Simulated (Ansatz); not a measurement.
Total energies of `CC1C=CCC1`.

```xyz
16

C    -0.7329    1.7046    0.1916
C    -0.2241    0.5516   -0.6694
C     1.2446    0.3094   -0.4499
C     1.4746   -0.7967    0.2475
C     0.2034   -1.5152    0.5927
C    -0.8391   -0.8112   -0.2914
H    -0.2047    2.6340   -0.0369
H    -0.5811    1.4893    1.2530
H    -1.8001    1.8757    0.0272
H    -0.4331    0.7914   -1.7181
H     2.0067    1.0087   -0.7767
H     2.4521   -1.1355    0.5718
H     0.2558   -2.5900    0.3970
H    -0.0172   -1.4103    1.6625
H    -0.9948   -1.4006   -1.1982
H    -1.8101   -0.7052    0.1974
```

Total charge 0; spin multiplicity 1. The geometry is a stationary point of PBE0-D4/def2-TZVP. Basis def2-TZVPP, Ansatz.

RPA on PBE orbitals: Hartree–Fock energy of these orbitals -233.04359 Eh, correlation -1.67098 Eh (frozen core).

```json
{"functional": "r2SCAN", "energy without D4 (Eh)": "-234.57691", "D4 term (kJ/mol)": "-8.9"}
{"functional": "ωB97X-V", "energy without D4 (Eh)": "-234.66323", "D4 term (kJ/mol)": "–"}
```

(1) Give the same for LDA (SPW92), PBE, revPBE, BLYP, B97M-V, PBE0, B3LYP, r2SCANh, r2SCAN0, HSE06 (plane-wave form), BHLYP, CAM-B3LYP, LC-ωPBE, ωB97M-V, B2PLYP, PBE-QIDH. (An estimate is asked.)

B3LYP takes the VWN-RPA correlation (the form of Gaussian; ORCA's B3LYP/G). HSE06 is the plane-wave form, built on full-range PBE exchange. The double hybrids freeze the cores in their second-order part.

## Answers

(1) Ansatz gave: 
```json
{"functional": "LDA (SPW92)", "energy without D4 (Eh)": "-232.51046", "D4 term (kJ/mol)": "–"}
{"functional": "PBE", "energy without D4 (Eh)": "-234.39508", "D4 term (kJ/mol)": "-34.5"}
{"functional": "revPBE", "energy without D4 (Eh)": "-234.65067", "D4 term (kJ/mol)": "-117.7"}
{"functional": "BLYP", "energy without D4 (Eh)": "-234.58923", "D4 term (kJ/mol)": "-77.1"}
{"functional": "B97M-V", "energy without D4 (Eh)": "-234.73640", "D4 term (kJ/mol)": "–"}
{"functional": "PBE0", "energy without D4 (Eh)": "-234.43622", "D4 term (kJ/mol)": "-29.0"}
{"functional": "B3LYP", "energy without D4 (Eh)": "-234.73401", "D4 term (kJ/mol)": "-54.9"}
{"functional": "r2SCANh", "energy without D4 (Eh)": "-234.56946", "D4 term (kJ/mol)": "-9.3"}
{"functional": "r2SCAN0", "energy without D4 (Eh)": "-234.55941", "D4 term (kJ/mol)": "-10.2"}
{"functional": "HSE06 (plane-wave form)", "energy without D4 (Eh)": "-234.42157", "D4 term (kJ/mol)": "-26.7"}
{"functional": "BHLYP", "energy without D4 (Eh)": "-234.57436", "D4 term (kJ/mol)": "-37.8"}
{"functional": "CAM-B3LYP", "energy without D4 (Eh)": "-234.58577", "D4 term (kJ/mol)": "-28.9"}
{"functional": "LC-ωPBE", "energy without D4 (Eh)": "-234.57479", "D4 term (kJ/mol)": "–"}
{"functional": "ωB97M-V", "energy without D4 (Eh)": "-234.60234", "D4 term (kJ/mol)": "–"}
{"functional": "B2PLYP", "energy without D4 (Eh)": "-234.50085", "D4 term (kJ/mol)": "–"}
{"functional": "PBE-QIDH", "energy without D4 (Eh)": "-234.40437", "D4 term (kJ/mol)": "–"}
```

LC-ωPBE has ω = 0.4 bohr⁻¹.
